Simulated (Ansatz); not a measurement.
Geometry optimisation, Ansatz 0.2.0, RKS BLYP/def2-SVP.

Input:

```yaml
crystal:
  periodic: [false, false, false]
  atoms:
    - { symbol: O, position_ang: [-0.9485, 0.6535, -0.318] }
    - { symbol: C, position_ang: [0.372, 0.7183, 0.0316] }
    - { symbol: S, position_ang: [1.14467, 2.11339, -0.78887] }
    - { symbol: S, position_ang: [0.1344, 3.70561, -0.06196] }
    - { symbol: H, position_ang: [-1.1312, 1.4334, -0.9591] }
    - { symbol: H, position_ang: [0.88962, -0.21805, -0.26627] }
    - { symbol: H, position_ang: [0.48222, 0.81973, 1.12901] }
    - { symbol: H, position_ang: [-0.92427, 3.61523, -0.93676] }
basis:
  gaussian: { orbitals: def2-SVP }
hamiltonian:
  xc: blyp
relax:
  f_tol: 0.015
  max_steps: 40
output:
  orbitals: {}
```

Launched with:

```bash
$ ansatz run input.yaml --threads 1 --pin off --max-ram 2048MiB --backend cpu --events-out ev --progress --plain --runs-dir out
```

**Question.** Where does it end, and by what steps?

**Answer.** The run converged. After 12 steps the energy has fallen by 0.503 eV; H5 moved furthest, 0.95 Å.

```
step  energy less start (eV)  largest force component (eV/Å)  accepted
   0                  0.0000                           2.442       yes
   1                 -0.2939                           0.644       yes
   2                 -0.3606                           0.288       yes
   3                 -0.3749                           0.187       yes
   4                 -0.3915                           1.266       yes
   5                 -0.4672                           0.321       yes
   6                 -0.4765                           0.531       yes
   7                 -0.4972                           0.126       yes
   8                 -0.5022                           0.081       yes
   9                 -0.5020                           0.056        no
  10                 -0.5031                           0.035       yes
  11                 -0.5031                           0.028        no
  12                 -0.5032                           0.010       yes
```

```xyz
8
Properties=species:S:1:pos:R:3
O -1.085 0.683 -0.235
C 0.288 0.783 0.021
S 1.178 2.167 -0.882
S 0.355 3.906 0.009
H -1.199 0.518 -1.193
H 0.879 -0.114 -0.290
H 0.413 0.943 1.109
H -0.810 3.955 -0.709
```

Run time: 29 s on 1 thread of Intel(R) Xeon(R) 6975P-C (Granite Rapids) (shared host), peak memory 0.16 GiB.
